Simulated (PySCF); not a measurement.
Species: C4H3FO.
Cartesian coordinates in Å at the PBE0-D3(BJ)/def2-SVP level; atoms count from 1:
```xyz
9
C4H3FO angstrom
O      0.3467    2.2031   -0.8345
C      0.3036    1.1011   -0.3817
C     -0.7403    0.2870    0.4320
C      0.3021   -0.8175    0.3937
C      1.1912   -0.0967   -0.3167
F      2.3901   -0.3420   -0.7817
H     -1.6804    0.0900   -0.1089
H     -0.9686    0.7119    1.4231
H      0.3149   -1.8280    0.8023
```

Theory: MP2 and CCSD/aug-cc-pVDZ in PySCF, restricted Hartree–Fock reference, 6 core orbitals frozen, non-relativistic, gas phase, PBE0-D3(BJ)/def2-SVP geometry.

E(HF) = -327.49407 Eh.

How large is the problem?

165 basis functions and 44 electrons; 6 orbitals frozen, which leaves o = 16 correlated occupied and v = 143 virtual orbitals. That is o·v = 2288 singles and o·v(o·v + 1)/2 = 2618616 distinct closed-shell doubles amplitudes before symmetry; the costliest CCSD step grows as o²v⁴ = 1.1 × 10^11.

What are the MP2 and CCSD correlation energies?

MP2 -0.9216 Eh and CCSD -0.9480 Eh, which gives totals of -328.41564 and -328.44203 Eh. That is 0.806 eV for each correlated electron at CCSD (2489 kJ/mol in all, 0.289 % of the total energy); MP2 gives 97.2 % of the CCSD value.

What is the T1 diagnostic?

0.0157, below the customary warning level of 0.02. It is the norm of the spatial-orbital singles amplitudes over the root of the number of correlated electrons, so the norm is 0.089.

How does correlation change the dipole moment?

HF gives 4.16 D and CCSD (unrelaxed density) 3.38 D, a change of -0.78 D.

No triples correction and no basis-set extrapolation were made.
